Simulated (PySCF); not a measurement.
# H5P3: the cost of one run

Programs: PySCF 2.14.0, with density-fitted response routines of our own. Each step states its level of theory. These are calculated values for one molecule, in the gas phase or a continuum, unless marked as measured. Atoms are numbered from 0 throughout.

### 1 The starting structure

8 atoms, charge 0, multiplicity 1; geometry from: GFN2-xTB. The atoms were then displaced at random by about 0.01 Å, so the start is not that level's minimum.

Bonds of the start (Å): P0–P1 2.18, P1–P2 2.18, P0–H3 1.42, P0–H4 1.36, P1–H5 1.39, P2–H6 1.39, P2–H7 1.37.

### 2 Geometry optimisation at PBE0-D3(BJ)/def2-TZVP

Job settings and geometry (Å):

```
{"job": {"xc": "PBE0", "basis": "def2-TZVP", "d3": "d3bj", "grid": 2, "shake": 0.01, "kind": "geom"}, "charge": 0, "multiplicity": 1}
P      1.676580     0.007180    -0.520960
P     -0.023600    -0.313070     0.808420
P     -1.604010    -0.171480    -0.692050
H      1.623330     1.422240    -0.391480
H      2.587120    -0.082620     0.491750
H      0.069340    -1.695970     0.709590
H     -1.697470     1.212180    -0.545830
H     -2.576160    -0.397600     0.243570
```

On the command line:

```bash
OMP_NUM_THREADS=1 python probes_run.py task.json out
```

The driver reads the jobs from task.json and runs them one after another.

**Question.** How long does this first job take on 1 thread of Arm Neoverse N1, shared host, and how much memory does it need?

About 46 s, with a peak of 0.56 GiB.
